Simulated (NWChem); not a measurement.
CH cation, singlet

Results from NWChem. Low-valent species are run as closed-shell singlets; no triplet was tried in these runs. The level has its own optimisation; frequencies are unscaled.

**Question.** What does the run give for Hartree-Fock/pcseg-1? Quantities: r C–H (Å); highest harmonic frequency (cm⁻¹); zero-point energy (kcal/mol).

**Answer.** r C–H (Å): 1.111
highest harmonic frequency (cm⁻¹): 3195
zero-point energy (kcal/mol): 4.6
